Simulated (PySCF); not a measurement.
# AlN₂: structure of the doublet

Aim: relax AlN₂ as a doublet from a end-on start, check by its vibrations whether the end is a minimum, and collect its spectrum and constants.

Program: PySCF 2.14.0. Level of theory: PBE0, basis Al def2-TZVP, N def2-TZVP, no relativity, density fitting. These are calculated values, not measurements.

### Step 1. The system as given

3 atoms, charge 0, spin multiplicity 2.

Bond lengths: Al1–N2 2.029 Å, N2–N3 1.204 Å. Angles: Al1–N2–N3 119.9°.

```xyz
3
charge 0 multiplicity 2
Al    0.0000    0.0000    0.0000
N     0.0000    0.0000    2.0291
N     1.0440    0.0000    2.6291
```

### Step 2. The SCF at the typed geometry

The steps below are one call of a driver around PySCF. For each, scf.py gives the equivalent set-up of the SCF; relaxations use the driver's own optimiser. After this first run the driver tries any further starts and a stability analysis.

Contents of scf.py:

```python
from pyscf import gto, scf, dft
mol = gto.M(atom='''
Al     0.000000     0.000000     0.000000
N      0.000000     0.000000     2.029100
N      1.044000     0.000000     2.629100''',
    basis={'Al': 'def2-TZVP', 'N': 'def2-TZVP'},
    charge=0, spin=1)
mf = dft.UKS(mol, xc='PBE0')
mf.grids.atom_grid = (50, 194)
aux = {'Al': 'def2-universal-JKFIT', 'N': 'def2-universal-JKFIT'}
mf = mf.density_fit(auxbasis=aux)
mf.conv_tol = 1e-08
mf.diis_space = 10
mf.max_cycle = 60
mf.init_guess = 'minao'
mf.verbose = 4
mf.kernel()
```

Run with:

```bash
$ OMP_NUM_THREADS=2 python axn.py task.json out
```

What it wrote:

```text
init E= -351.736041686608
[... the frontier-level lines of each cycle are left out ...]
cycle= 1 E= -351.671853759141  delta_E= 0.0642  |g|= 0.12  |ddm|= 1.11
cycle= 2 E= -351.668654120513  delta_E= 0.0032  |g|= 0.141  |ddm|= 0.35
cycle= 3 E= -351.678911885882  delta_E= -0.0103  |g|= 0.076  |ddm|= 0.212
cycle= 4 E= -351.681359896591  delta_E= -0.00245  |g|= 0.0315  |ddm|= 0.0569
cycle= 5 E= -351.681737597559  delta_E= -0.000378  |g|= 0.0121  |ddm|= 0.0218
cycle= 6 E= -351.681844426707  delta_E= -0.000107  |g|= 0.00343  |ddm|= 0.0134
cycle= 7 E= -351.68186987096  delta_E= -2.54e-05  |g|= 0.00163  |ddm|= 0.00765
cycle= 8 E= -351.681877915881  delta_E= -8.04e-06  |g|= 0.000736  |ddm|= 0.00473
cycle= 9 E= -351.681879775063  delta_E= -1.86e-06  |g|= 0.000367  |ddm|= 0.00217
cycle= 10 E= -351.681880338261  delta_E= -5.63e-07  |g|= 0.000127  |ddm|= 0.00133
cycle= 11 E= -351.681880406038  delta_E= -6.78e-08  |g|= 3.21e-05  |ddm|= 0.000511
cycle= 12 E= -351.68188040922  delta_E= -3.18e-09  |g|= 1.23e-05  |ddm|= 0.000107
Extra cycle  E= -351.68188040971  delta_E= -4.9e-10  |g|= 1.49e-05  |ddm|= 4.33e-05
converged SCF energy = -351.68188040971  <S^2> = 0.76079368  2S+1 = 2.0107647
```

This step, with its further starts and checks, took 11 s on 2 threads of Arm Neoverse V1, shared host.

The starts that the driver tried:

```tsv
start	energy (Eh)
the minimal-basis guess	-351.681880
a thermally smeared density	-351.681880
a smeared PBE density	-351.681880
```

The test of internal stability and the other starts found no lower solution of this spin.

### Step 3. End-on start, doublet: relaxation

The program finds Cs symmetry in the start, which this walk keeps. Threshold on the gradient: 0.0003 Eh/bohr, with a further test on the energy change.

scf.py: that of step 2 with these lines changed.

```diff
@@ -3,3 +3,3 @@
-Al     0.000000     0.000000     0.000000
-N      0.000000     0.000000     2.029100
-N      1.044000     0.000000     2.629100''',
+Al    -0.265863     0.000000    -1.186250
+N     -0.265863     0.000000     0.842850
+N      0.778137     0.000000     1.442850''',
@@ -15 +14,0 @@
-mf.init_guess = 'minao'
```

The optimiser's trace:

```tsv
step	energy (Eh)	change (kJ/mol)	largest symmetric gradient (Eh/bohr)
0	-351.681880	0.00	0.10736
1	-351.692029	-26.65	0.05630
2	-351.697168	-40.14	0.02654
3	-351.698837	-44.52	0.03475
4	-351.700542	-49.00	0.02487
5	-351.701872	-52.49	0.00493
6	-351.702194	-53.33	0.02951
7	-351.702695	-54.65	0.00424
8	-351.702970	-55.37	0.00283
9	-351.703187	-55.94	0.01649
10	-351.703323	-56.30	0.00100
11	-351.703355	-56.38	0.00075
12	-351.703362	-56.40	0.00183
13	-351.703364	-56.41	0.00109
14	-351.703367	-56.41	0.00018
```

The walk took 21 s.

Positions (Å) and forces (eV/Å) along the way:

```
step 0
Al  -0.266   0.000  -1.186  -0.393   0.000   0.432
N   -0.266   0.000   0.843   5.521   0.000   1.752
N    0.778   0.000   1.443  -5.127   0.000  -2.183
step 1
Al  -0.291   0.000  -1.180  -0.418   0.000  -0.574
N   -0.179   0.000   0.824  -2.460   0.000  -2.322
N    0.716   0.000   1.456   2.878   0.000   2.895
step 7
Al  -0.433   0.000  -1.270  -0.009   0.000   0.178
N    0.063   0.000   0.694   0.218   0.000  -0.002
N    0.616   0.000   1.675  -0.208   0.000  -0.176
step 14
Al  -0.470   0.000  -1.238  -0.002   0.000  -0.004
N    0.175   0.000   0.636   0.003   0.000   0.009
N    0.541   0.000   1.701  -0.002   0.000  -0.005
```

End point (C∞v, 14 steps, 56.4 kJ/mol gained): Al–N 1.981 Å, N–N 1.127 Å; Al–N–N 180.0°.

### Step 4. Vibrations and properties at this point

On the finer grid the gradient is checked again; gradients at displacements of ±0.02 bohr then give force constants and infrared intensities.

scf.py: that of step 3 with these lines changed.

```diff
@@ -3,3 +3,3 @@
-Al    -0.265863     0.000000    -1.186250
-N     -0.265863     0.000000     0.842850
-N      0.778137     0.000000     1.442850''',
+Al    -0.421710     0.000000    -1.226019
+N      0.222972     0.000000     0.648237
+N      0.589436     0.000000     1.713640''',
@@ -9 +9 @@
-mf.grids.atom_grid = (50, 194)
+mf.grids.atom_grid = (75, 302)
@@ -12 +12 @@
-mf.conv_tol = 1e-08
+mf.conv_tol = 1e-10
```

The driver hands on the density of the step before, so the log starts near convergence.

SCF at the final geometry:

```text
init E= -351.70336264592
[... the frontier-level lines of each cycle are left out ...]
cycle= 1 E= -351.70336264592  delta_E= 1.14e-13  |g|= 4.86e-07  |ddm|= 1.14e-06
Extra cycle  E= -351.703362645922  delta_E= -1.99e-12  |g|= 8.13e-07  |ddm|= 9.42e-07
converged SCF energy = -351.703362645922  <S^2> = 0.75940118  2S+1 = 2.0093792
```

The whole step took 34 s.

Geometry: C∞v; Al–N 1.982 Å, N–N 1.127 Å; Al–N–N 180.0°.

Modes, for the most abundant isotopes:

| ω (cm⁻¹) | IR (km/mol) |
| --- | --- |
| 146 | 4.0 |
| 245 | 1.8 |
| 321 | 0.4 |
| 1995 | 1010 |

All wavenumbers are real: a minimum.

Here the density breaks the symmetry of the frame, and no labels are given; pairs that should be degenerate can split.

Properties at this point:

| Property | Result |
| --- | --- |
| Dipole moment | 0.60 D |
| Highest occupied level | -4.62 eV |
| Lowest empty level | -2.58 eV |
| Rotational constants | 0.1722 cm⁻¹ |
| Zero-point energy | 16.2 kJ/mol |
| Principal polarisabilities | 47.3, 49.1, 98.0 bohr³ |
| Atomisation energy without zero-point energy | 963 kJ/mol |
| Principal traceless quadrupole moments about the centre of mass | -4.53, -0.58, 5.11 D Å |
| Entropy at 298.15 K and 1 bar (electronic part: spin only) | 256.2 J/(mol K) |
| Heat capacity Cp at 298.15 K | 51.4 J/(mol K) |
| Enthalpy at 298.15 K above 0 K | 12.72 kJ/mol |
| Rotational symmetry number | 1 |
| Spin squared ⟨S²⟩ | 0.759 |

Populations by atom (charges in e):

```json
{"atom": "Al1", "Mulliken": "0.11", "Löwdin": "0.01", "polar tensor": "0.10", "spin (Mulliken)": "0.49", "Mayer order to Al1": "–"}
{"atom": "N2", "Mulliken": "-0.05", "Löwdin": "-0.02", "polar tensor": "0.87", "spin (Mulliken)": "0.09", "Mayer order to Al1": "0.79"}
{"atom": "N3", "Mulliken": "-0.06", "Löwdin": "0.01", "polar tensor": "-0.97", "spin (Mulliken)": "0.42", "Mayer order to Al1": "0.23"}
```

Outer orbital energies (eV). α occupied: -74.22, -30.80, -17.55, -13.29, -12.91, -12.90, -7.47, -4.62; empty: -2.58, -1.03, -0.41, 0.39. β occupied: -74.20, -74.12, -30.53, -17.04, -12.80, -12.47, -12.29, -7.13; empty: -2.37, -1.81, -0.28, 0.21.

Mulliken populations on Al1: s 5.93, p 6.84, d 0.10, f 0.02.

### Step 5. Summary of results

```
                                          quantity                                     value
                                           minimum                              doublet, C∞v
                                          geometry  Al–N 1.982 Å, N–N 1.127 Å; Al–N–N 180.0°
                                wavenumbers (cm⁻¹)                       146, 245, 321, 1995
                                     dipole moment                                    0.60 D
highest occupied, lowest empty level (either spin)                           -4.62, -2.58 eV
                        polar-tensor charge of Al1                                   +0.10 e
                                 zero-point energy                               16.2 kJ/mol
                               entropy at 298.15 K                           256.2 J/(mol K)
         atomisation energy (no zero-point energy)                                963 kJ/mol
                                              ⟨S²⟩                                     0.759
```

From Cs at the start the molecule goes to a C∞v minimum. The strongest infrared band lies at 1995 cm⁻¹. Other starts or spin states, not run here, may lie lower. The SCF density has lower symmetry than the nuclear frame.

The search up to here took 66 s.
